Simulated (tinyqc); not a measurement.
Inside a calculation. Method: CCSD on RHF in the sto-3g basis, frozen core, for LiH, spin multiplicity 1. Computed by tinyqc, a small Python program that keeps every step (integrals from PySCF). Settings: charge = 0, multiplicity = 1, basis = sto-3g, method = RHF, frozen orbitals = 1, energy threshold = 1e-10, iteration cap = 72, orthogonalisation = symmetric, start = atomic densities, DIIS depth = 6, amplitude equations = CCSD, DIIS depth for amplitudes = 0, cap on updates = 70. Command: `OMP_NUM_THREADS=1 python tinyqc.py 22430 22431 out.jsonl` (the two numbers bound the seeds that draw the settings). One thread of a shared host (Intel(R) Xeon(R) Processor @ 2.60GHz), about 0.3 s of CPU time with the checks. The early iterations of the SCF are left out here.

## One-electron integrals

Geometry (angstrom):
```
atom       x       y       z
Li    0.0000  0.0000  0.0000
H     0.0000  0.0000  1.6390
```

Basis sto-3g: exponents (1/bohr^2) and contraction coefficients of normalised primitives:
```
element  l (shell)  exponent  coefficient
Li           s (1)   16.1196       0.1543
Li           s (1)    2.9362       0.5353
Li           s (1)    0.7947       0.4446
Li           s (2)    0.6363      -0.1000
Li           s (2)    0.1479       0.3995
Li           s (2)    0.0481       0.7001
Li           p (3)    0.6363       0.1559
Li           p (3)    0.1479       0.6077
Li           p (3)    0.0481       0.3920
H            s (1)    3.4253       0.1543
H            s (1)    0.6239       0.5353
H            s (1)    0.1689       0.4446
```

Overlap, kinetic and nuclear-attraction integrals over the contracted functions; the nuclear repulsion is the sum of Za Zb / Rab.

nuclear repulsion = 0.968598 hartree

overlap S, lower triangle:
```
         1Li 1s  1Li 2s  1Li 2px  1Li 2py  1Li 2pz   2H 1s
1Li 1s   1.0000
1Li 2s   0.2411  1.0000
1Li 2px  0.0000  0.0000   1.0000
1Li 2py  0.0000  0.0000   0.0000   1.0000
1Li 2pz  0.0000  0.0000   0.0000   0.0000   1.0000
2H 1s    0.0612  0.3855   0.0000   0.0000   0.5054  1.0000
```

kinetic energy T (hartree), lower triangle:
```
          1Li 1s  1Li 2s  1Li 2px  1Li 2py  1Li 2pz   2H 1s
1Li 1s    3.5768
1Li 2s   -0.0202  0.1022
1Li 2px   0.0000  0.0000   0.3197
1Li 2py   0.0000  0.0000   0.0000   0.3197
1Li 2pz   0.0000  0.0000   0.0000   0.0000   0.3197
2H 1s    -0.0150  0.0396   0.0000   0.0000   0.1226  0.7600
```

nuclear attraction V (hartree), lower triangle:
```
          1Li 1s   1Li 2s  1Li 2px  1Li 2py  1Li 2pz    2H 1s
1Li 1s   -8.3057
1Li 2s   -1.0422  -1.4937
1Li 2px   0.0000   0.0000  -1.4519
1Li 2py   0.0000   0.0000   0.0000  -1.4519
1Li 2pz  -0.0153  -0.1200   0.0000   0.0000  -1.5482
2H 1s    -0.2625  -0.7088   0.0000   0.0000  -0.9411  -2.1931
```

core Hamiltonian H = T + V (hartree), lower triangle:
```
          1Li 1s   1Li 2s  1Li 2px  1Li 2py  1Li 2pz    2H 1s
1Li 1s   -4.7290
1Li 2s   -1.0624  -1.3916
1Li 2px   0.0000   0.0000  -1.1322
1Li 2py   0.0000   0.0000   0.0000  -1.1322
1Li 2pz  -0.0153  -0.1200   0.0000   0.0000  -1.2285
2H 1s    -0.2775  -0.6692   0.0000   0.0000  -0.8185  -1.4331
```

## Two-electron integrals

Functions are numbered as in S; the eight-fold symmetry (ij|kl) = (ji|kl) = (kl|ij) leaves the list below.

Two-electron integrals (ij|kl) in chemists' order, unique and non-zero (hartree):
```
(11|11) 1.6804   (21|11) 0.2654   (21|21) 0.0499   (22|11) 0.3977
(22|21) 0.0929   (22|22) 0.2906   (31|31) 0.0090   (32|31) 0.0138
(32|32) 0.0642   (33|11) 0.3966   (33|21) 0.0929   (33|22) 0.2905
(33|33) 0.3129   (41|41) 0.0090   (42|41) 0.0138   (42|42) 0.0642
(43|43) 0.0169   (44|11) 0.3966   (44|21) 0.0929   (44|22) 0.2905
(44|33) 0.2792   (44|44) 0.3129   (51|51) 0.0090   (52|51) 0.0138
(52|52) 0.0642   (53|53) 0.0169   (54|54) 0.0169   (55|11) 0.3966
(55|21) 0.0929   (55|22) 0.2905   (55|33) 0.2792   (55|44) 0.2792
(55|55) 0.3129   (61|11) 0.0654   (61|21) 0.0124   (61|22) 0.0234
(61|33) 0.0232   (61|44) 0.0232   (61|51) 0.0015   (61|52) 0.0028
(61|55) 0.0240   (61|61) 0.0034   (62|11) 0.1446   (62|21) 0.0341
(62|22) 0.1118   (62|33) 0.1061   (62|44) 0.1061   (62|51) 0.0056
(62|52) 0.0329   (62|55) 0.1229   (62|61) 0.0101   (62|62) 0.0701
(63|31) 0.0028   (63|32) 0.0129   (63|53) 0.0051   (63|63) 0.0052
(64|41) 0.0028   (64|42) 0.0129   (64|54) 0.0051   (64|64) 0.0052
(65|11) 0.1765   (65|21) 0.0421   (65|22) 0.1432   (65|33) 0.1336
(65|44) 0.1336   (65|51) 0.0086   (65|52) 0.0503   (65|55) 0.1623
(65|61) 0.0130   (65|62) 0.0985   (65|65) 0.1408   (66|11) 0.3218
(66|21) 0.0773   (66|22) 0.2773   (66|33) 0.2531   (66|44) 0.2531
(66|51) 0.0146   (66|52) 0.1045   (66|55) 0.3253   (66|61) 0.0239
(66|62) 0.2159   (66|65) 0.3158   (66|66) 0.7746
```

## Orthogonalisation

S = U s U^T; symmetric (Loewdin) form X = U s^(-1/2) U^T, so that X^T S X = 1.

eigenvalues of S: 0.3580  0.7994  1.0000  1.0000  1.1719  1.6707

X, lower triangle:
```
          1Li 1s   1Li 2s  1Li 2px  1Li 2py  1Li 2pz   2H 1s
1Li 1s    1.0231
1Li 2s   -0.1294   1.1055
1Li 2px   0.0000   0.0000   1.0000
1Li 2py   0.0000   0.0000   0.0000   1.0000
1Li 2pz  -0.0054   0.1071   0.0000   0.0000   1.1387
2H 1s     0.0090  -0.2681   0.0000   0.0000  -0.3480  1.2198
```

## Iteration 8 (converged): orbitals

converged F (hartree), lower triangle:
```
          1Li 1s   1Li 2s  1Li 2px  1Li 2py  1Li 2pz    2H 1s
1Li 1s   -2.3471
1Li 2s   -0.6400  -0.2258
1Li 2px   0.0000   0.0000   0.1639
1Li 2py   0.0000   0.0000   0.0000   0.1639
1Li 2pz   0.0143  -0.1015   0.0000   0.0000   0.0040
2H 1s    -0.1672  -0.2628   0.0000   0.0000  -0.2325  -0.1423
```

Diagonalise F' = X^T F X, C = X C', fill 2 alpha and 2 beta electrons from the bottom; D = 2 C_occ C_occ^T. Each column has its largest component positive (the first on a tie).

F' = X^T F X (hartree), lower triangle:
```
         1        2       3       4        5       6
1  -2.2941
2  -0.3540  -0.0093
3   0.0000   0.0000  0.1639
4   0.0000   0.0000  0.0000  0.1639
5   0.0222   0.0210  0.0000  0.0000   0.1643
6  -0.0288  -0.2684  0.0000  0.0000  -0.3096  0.1220
```

orbital energies (hartree): MO1 -2.3497, MO2 -0.2819, MO3 0.0779, MO4 0.1639, MO5 0.1639, MO6 0.5367

coefficients C:
```
             MO1      MO2      MO3      MO4     MO5      MO6
1Li 1s    0.9913  -0.1647  -0.2105   0.0000  0.0000   0.0978
1Li 2s    0.0329   0.4586   0.7990   0.0000  0.0000  -0.6873
1Li 2px   0.0000   0.0000   0.0000   1.0000  0.0001   0.0000
1Li 2py   0.0000   0.0000   0.0000  -0.0001  1.0000   0.0000
1Li 2pz  -0.0060   0.3447  -0.6114   0.0000  0.0000  -0.9678
2H 1s     0.0035   0.5515  -0.1432   0.0000  0.0000   1.1646
```

D after iteration 8, lower triangle:
```
          1Li 1s  1Li 2s  1Li 2px  1Li 2py  1Li 2pz   2H 1s
1Li 1s    2.0195
1Li 2s   -0.0858  0.4229
1Li 2px   0.0000  0.0000   0.0000
1Li 2py   0.0000  0.0000   0.0000   0.0000
1Li 2pz  -0.1255  0.3157   0.0000   0.0000   0.2376
2H 1s    -0.1747  0.5061   0.0000   0.0000   0.3801  0.6083
```

Within a degenerate level the vectors are fixed only up to a rotation; this is one choice.

## Convergence

Stop when the energy changes by less than 1e-10 hartree and every element of the error matrix X^T (F D S - S D F) X is below 3e-06.

Course of the cycle:
```
iteration  E (hartree)     change  largest element of the error matrix
1            -7.663853          -                             1.67e-01
2            -7.851710  -1.88e-01                             7.63e-02
3            -7.859267  -7.56e-03                             1.98e-02
4            -7.860200  -9.33e-04                             5.13e-03
5            -7.860357  -1.58e-04                             2.63e-04
6            -7.860358  -3.76e-07                             2.70e-05
7            -7.860358  -2.48e-09                             4.61e-07
8            -7.860358  -4.26e-13                             4.21e-08
```

PySCF RHF in the same basis = -7.860358 hartree

Converged in 8 iterations.

## Integrals over molecular orbitals

(pq|rs) = sum C_ip C_jq C_kr C_ls (ij|kl), one index at a time.

one-electron integrals over orbitals h = C^T H C (hartree), lower triangle:
```
         1        2        3        4        5        6
1  -4.7196
2   0.1041  -1.4777
3   0.1665   0.0318  -1.1229
4   0.0000   0.0000   0.0000  -1.1322
5   0.0000   0.0000   0.0000   0.0000  -1.1322
6  -0.0375  -0.0423   0.0297   0.0000   0.0000  -0.9576
```

Two-electron integrals over orbitals (pq|rs), unique and non-zero (hartree); the lowest 1 orbital is frozen and left out:
```
(22|22) 0.4846    (32|22) -0.0492   (32|32) 0.0135    (33|22) 0.2225
(33|32) 0.0080    (33|33) 0.3374    (42|42) 0.0232    (43|42) 0.0193
(43|43) 0.0413    (44|22) 0.2683    (44|32) 0.0062    (44|33) 0.2819
(44|44) 0.3129    (52|52) 0.0232    (53|52) 0.0193    (53|53) 0.0413
(54|54) 0.0169    (55|22) 0.2683    (55|32) 0.0062    (55|33) 0.2819
(55|44) 0.2792    (55|55) 0.3129    (62|22) 0.1248    (62|32) -0.0351
(62|33) -0.0134   (62|44) -0.0182   (62|55) -0.0182   (62|62) 0.1244
(63|22) -0.0516   (63|32) 0.0098    (63|33) 0.0360    (63|44) 0.0026
(63|55) 0.0026    (63|62) -0.0323   (63|63) 0.0266    (64|42) -0.0196
(64|43) -0.0136   (64|64) 0.0198    (65|52) -0.0196   (65|53) -0.0136
(65|65) 0.0198    (66|22) 0.4522    (66|32) -0.0438   (66|33) 0.2412
(66|44) 0.2676    (66|55) 0.2676    (66|62) 0.1317    (66|63) -0.0443
(66|66) 0.4523
```

## CCSD: starting amplitudes

t_ij^ab = <ij||ab> / (e_i + e_j - e_a - e_b), whose energy is MP2.

Starting amplitudes (spin orbitals 1a, 1b, ...; amplitudes related by a flip of all spins are not repeated):
```
from      to        t
2a 2b  6a 6b  -0.0760
2a 2b  3a 6b   0.0298
2a 2b  5a 5b  -0.0260
2a 2b  4a 4b  -0.0260
2a 2b  3a 3b  -0.0187
```

correlation energy = -0.012996 hartree

## CCSD: amplitude update 1

t_i^a D_i^a and t_ij^ab D_ij^ab are set to the remaining terms of the spin-orbital equations, evaluated with the old amplitudes; for the doubles these are <ij||ab> + 1/2 <ab||ef> t_ij^ef + 1/2 <mn||ij> t_mn^ab + P(ij)P(ab) <mb||ej> t_im^ae + terms in t^2 + terms with t1, D the orbital-energy denominators.

Amplitudes after update 1 (spin orbitals 1a, 1b, ...; amplitudes related by a flip of all spins are not repeated):
```
from      to        t
2a 2b  6a 6b  -0.1042
2a 2b  3a 6b   0.0436
2a 2b  5a 5b  -0.0284
2a 2b  4a 4b  -0.0284
2a 2b  3a 3b  -0.0223
2a        3a   0.0096
2a        6a   0.0006
```

correlation energy = -0.017639 hartree

## CCSD: amplitude update 2

As before.

Amplitudes after update 2 (spin orbitals 1a, 1b, ...; amplitudes related by a flip of all spins are not repeated):
```
from      to        t
2a 2b  6a 6b  -0.1144
2a 2b  3a 6b   0.0506
2a 2b  5a 5b  -0.0279
2a 2b  4a 4b  -0.0279
2a 2b  3a 3b  -0.0267
2a        3a   0.0176
2a        6a   0.0016
```

correlation energy = -0.019426 hartree

## CCSD: amplitude update 3

As before.

Amplitudes after update 3 (spin orbitals 1a, 1b, ...; amplitudes related by a flip of all spins are not repeated):
```
from      to        t
2a 2b  6a 6b  -0.1178
2a 2b  3a 6b   0.0546
2a 2b  3a 3b  -0.0300
2a 2b  5a 5b  -0.0275
2a 2b  4a 4b  -0.0275
2a        3a   0.0237
2a        6a   0.0023
```

correlation energy = -0.020158 hartree

## CCSD: convergence

E_corr = 1/4 sum <ij||ab> t_ij^ab + 1/2 sum <ij||ab> t_i^a t_j^b; stop when the norm of the change is below 1e-8.

Course of the amplitude iterations:
```
update  correlation energy (hartree)  norm of the change
0                          -0.012996                   -
1                          -0.017639            7.08e-02
2                          -0.019426            3.17e-02
3                          -0.020158            1.72e-02
4                          -0.020484            1.09e-02
5                          -0.020645            7.44e-03
6                          -0.020733            5.24e-03
7                          -0.020786            3.73e-03
8                          -0.020820            2.67e-03
9                          -0.020843            1.91e-03
10                         -0.020859            1.37e-03
11                         -0.020870            9.77e-04
12                         -0.020878            6.99e-04
13                         -0.020883            5.01e-04
...                              ...                 ...
33                         -0.020897            6.23e-07
34                         -0.020897            4.46e-07
35                         -0.020897            3.19e-07
36                         -0.020897            2.28e-07
37                         -0.020897            1.63e-07
38                         -0.020897            1.17e-07
39                         -0.020897            8.37e-08
40                         -0.020897            5.99e-08
41                         -0.020897            4.29e-08
42                         -0.020897            3.07e-08
43                         -0.020897            2.20e-08
44                         -0.020897            1.57e-08
45                         -0.020897            1.13e-08
46                         -0.020897            8.06e-09
```

Converged amplitudes (spin orbitals 1a, 1b, ...; amplitudes related by a flip of all spins are not repeated):
```
from      to        t
2a 2b  6a 6b  -0.1186
2a 2b  3a 6b   0.0624
2a        3a   0.0402
2a 2b  3a 3b  -0.0385
2a 2b  5a 5b  -0.0272
2a 2b  4a 4b  -0.0272
2a        6a   0.0040
```

CCSD total energy = -7.881255 hartree

T1 diagnostic, norm of the one-spin t1 over sqrt(correlated electrons) = 0.0285

Converged in 46 updates.
